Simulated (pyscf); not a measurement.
Optimised with ωB97X-D3(BJ)/def2-SVP in PySCF.

Task: Estimate the classical barrier height and the reaction energy of O=V(F)(F)–F (SMILES [O]=[V]([F])([F])[F]) + NH₃ (SMILES N) → H₂N–V(=O)(F)–F (SMILES [NH2][V](=[O])([F])[F]) + HF (SMILES F) at ωB97M-D3(BJ)/def2-TZVP. The step runs on the singlet surface, breaks F–V, H–N and forms N–V, F–H; take the separated reactants as zero.

Result: ΔE‡ = 0.84 eV, ΔE = +0.47 eV. Zero-point energy shifts the barrier by -0.03 eV. It is a four-centre exchange, with an imaginary mode of 643i cm⁻¹. On the reactant side the descent ends in an adduct with a N–V contact, 0.87 eV under the separated species and 1.66 eV under the saddle at ωB97X-D3(BJ)/def2-TZVP. What is counted as formed (N–V) is already present as a longer contact in the reactant adduct; forming that adduct is a step of its own. One saddle was located; it need not be the lowest between these sides.
